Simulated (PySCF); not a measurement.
Stretching HCl

Set-up: PySCF, spin-free X2C with a Gaussian nucleus, basis sets H jorge-DZP-DKH, Cl jorge-DZP-DKH. Energies in eV from H + Cl in their ground configurations at the same level. All curves are PBE0. state 1: ¹Σ⁺ (singlet), closed shell; state 2: triplet, unpaired electrons σ ↑, π ↑, a second solution, started from another occupation.

```tsv
R (Å)	state 1	state 2
1.112	-3.686	5.2812
1.164	-4.076	4.4422
1.215	-4.300	3.7498
1.254	-4.382	3.3083
1.293	-4.406	2.9228
1.332	-4.382	2.5852
1.383	-4.292	2.1984
1.448	-4.109	1.7985
1.526	-3.820	1.4176
1.629	-3.366	1.0358
```

Q: Put a parabola through the three lowest points of the state 1 curve and estimate Re, k and ωe (reduced mass 0.9796 u; 1 eV/Å² = 0.16022 mdyn/Å; ωe = 1302.8·√(k/μ) cm⁻¹).

A: Through R = 1.254, 1.293, 1.332 Å the second-order coefficient is 15.8 eV/Å², so Re ≈ 1.293 Å, k ≈ 5.06 mdyn/Å and ωe ≈ 2960 cm⁻¹. A polynomial fit of higher order to the unrounded PBE0 energies gives Re = 1.292 Å, k = 5.09 mdyn/Å, ωe = 2969 cm⁻¹; anharmonicity and rounding make the difference.

The higher-order fit for each curve: state 1: Re = 1.292 Å, ωe = 2969 cm⁻¹, De = 4.41 eV. State 2 gave no clean fit.
